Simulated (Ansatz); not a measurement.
Geometry optimisation, RKS PBE0-D4/def2-SVP (Ansatz 0.2.0).

Input file:

```yaml
crystal:
  periodic: [false, false, false]
  atoms:
    - { symbol: Al, position_ang: [0.0, 0.0, 0.0] }
    - { symbol: F, position_ang: [0.0, 0.0, 2.04] }
    - { symbol: H, position_ang: [1.351, 0.0, -0.78] }
    - { symbol: H, position_ang: [-1.351, 0.0, -0.78] }
    - { symbol: H, position_ang: [0.0777, -1.7634, 0.5865] }
    - { symbol: H, position_ang: [0.0582, -1.3201, 1.5347] }
basis:
  gaussian: { orbitals: def2-SVP }
hamiltonian:
  xc: pbe0
  dispersion: d4
relax:
  f_tol: 0.15
  max_steps: 25
  restrain:
    - { distance: [0, 4], at: 2.76, k: 30.0 }
    - { distance: [5, 1], at: 2.12, k: 30.0 }
    - { distance: [0, 1], at: 1.69, k: 30.0 }
    - { distance: [5, 4], at: 0.66, k: 30.0 }
output:
  orbitals: {}
```

Run as:

```bash
$ ansatz run input.yaml --threads 1 --pin off --max-ram 2048MiB --backend cpu --events-out ev --progress --plain --runs-dir out
```

Task: Where does it end, and by what steps?

Result: It converged. The restraints hold the end off the free minimum; the threshold counts their pulls, which the force column leaves out. Restrained pairs: Al1–H5 (1.86 → 2.76 Å), F2–H6 (1.41 → 2.13 Å), Al1–F2 (2.04 → 1.68 Å), H5–H6 (1.05 → 0.72 Å). After 7 steps the energy has fallen by 1.514 eV (the restraints' own energy left out); H5 moved furthest, 0.70 Å.

```
step  energy less start (eV)  largest force component (eV/Å)  accepted
   0                  0.0000                           2.403       yes
   1                 -0.6044                           3.062       yes
   2                 -1.0292                           2.479       yes
   3                 -1.3471                           1.563       yes
   4                 -1.4967                           1.329       yes
   5                 -1.5238                           0.530        no
   6                 -1.5196                           1.275       yes
   7                 -1.5138                           1.399       yes
```

```xyz
6
Properties=species:S:1:pos:R:3
Al -0.002 0.233 0.000
F 0.000 0.352 1.679
H 1.405 0.244 -0.717
H -1.413 0.186 -0.708
H 0.082 -2.346 0.969
H 0.064 -1.753 1.378
```

Time of the run: 7 s on 1 thread of Intel(R) Xeon(R) Platinum 8488C (Sapphire Rapids), on a shared host, peak memory 0.13 GiB.
